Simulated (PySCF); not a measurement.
```xyz
9

C     -1.0995    -0.1491    -0.0540
C      0.2308     0.5860    -0.0133
N      1.3312    -0.2251     0.0822
O      0.3248     1.8069    -0.0611
H     -1.2455    -0.7472     0.8579
H     -1.1451    -0.8324    -0.9150
H     -1.9048     0.5870    -0.1348
H      2.2473     0.2075     0.1150
H      1.2607    -1.2337     0.1230
```

Charge 0, multiplicity 1.

Give the Mulliken and meta-Löwdin atomic charges from PySCF 2.14.0 with PBE-D3(BJ)/def2-TZVP.


| atom | Mulliken (e) | meta-Löwdin (e) |
|---|---|---|
| C1 | -0.38 | -0.40 |
| C2 | 0.21 | 0.40 |
| N3 | -0.38 | -0.42 |
| O4 | -0.31 | -0.47 |
| H5 | 0.13 | 0.13 |
| H6 | 0.13 | 0.13 |
| H7 | 0.14 | 0.14 |
| H8 | 0.23 | 0.25 |
| H9 | 0.23 | 0.24 |
